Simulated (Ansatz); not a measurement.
The input, for Ansatz 0.2.0:

```yaml
crystal:
  periodic: [false, false, false]
  atoms:
    - {symbol: B, position_ang: [0.000000, -0.041956, 0.000000]}
    - {symbol: H, position_ang: [0.000000, 0.225006, -1.160962]}
    - {symbol: H, position_ang: [0.000000, 0.225006, 1.160962]}
basis:
  gaussian: {orbitals: aug-cc-pVDZ}
magnetization: {spin_polarized: false, initial_magnetization: 1}
correlation: {method: fic_mrcisd_q_relaxed, electrons: outside_noble_gas, active_space: {window: {electrons: 5, orbitals: 6}, shells: [{species: B, l: s, shell: 2}, {species: B, l: p, shell: 2}, {species: H, l: s, shell: 1}]}}
```

```sh
$ ansatz run in.yaml --threads 1 --pin off --events-out ev --progress --plain --max-ram 2393MiB
```

The program prints:

```
646 factors; integrals over basis functions are off by at most 1.2e-7 eV
mean field evaluation 1: about -699.9045 eV, gradient 8.7e0 eV
mean field evaluation 2: about -699.9036 eV, gradient 8.7e0 eV
mean field evaluation 4: about -700.5070 eV, gradient 5.3e-1 eV
mean field evaluation 8: about -700.5140 eV, gradient 2.1e-3 eV
mean field evaluation 16: about -700.0132 eV, gradient 2.1e-5 eV
mean field evaluation 32: about -700.5094 eV, gradient 2.2e-1 eV
mean field -700.51397124 eV, -25.7434136177 hartree, gradient 2.8e-6 eV, S^2 0.750000; 7 other end points of the search recorded, 0 dependent functions left out
reference -700.51397124 eV, -25.7434136177 hartree; 4, 3 occupied and 37, 38 virtual orbitals, 646 factors
state -701.48520468 eV, -25.7791057881 hartree
contracted CI cycle   1: correlation 0.00000000 eV, 0.0000000000 hartree, residual 9.70e0 eV
contracted CI cycle   2: correlation -1.48327073 eV, -0.0545091940 hartree, residual 2.22e0 eV
contracted CI cycle   3: correlation -1.55617888 eV, -0.0571885190 hartree, residual 6.79e-1 eV
contracted CI cycle   4: correlation -1.56338953 eV, -0.0574535056 hartree, residual 2.18e-1 eV
contracted CI cycle   5: correlation -1.56413283 eV, -0.0574808212 hartree, residual 7.46e-2 eV
contracted CI cycle   6: correlation -1.56422812 eV, -0.0574843232 hartree, residual 2.73e-2 eV
contracted CI cycle   7: correlation -1.56424176 eV, -0.0574848245 hartree, residual 1.07e-2 eV
contracted CI cycle   8: correlation -1.56424391 eV, -0.0574849034 hartree, residual 4.47e-3 eV
contracted CI cycle   9: correlation -1.56424439 eV, -0.0574849211 hartree, residual 2.55e-3 eV
contracted CI cycle  10: correlation -1.56424451 eV, -0.0574849254 hartree, residual 1.11e-3 eV
state -701.48520468 eV, -25.7791057881 hartree; corrected -703.09999129 eV, -25.8384481015 hartree
Total energy: -703.09999129 eV, -25.8384481015 hartree
Checks for a lower state left out: starts, orbital_swaps
```

For the same geometry and basis full CI lies 17.9 meV higher.

Ran on 1 thread of Arm Neoverse V1, shared host: 1.1 s wall, 0.14 GiB peak host memory.
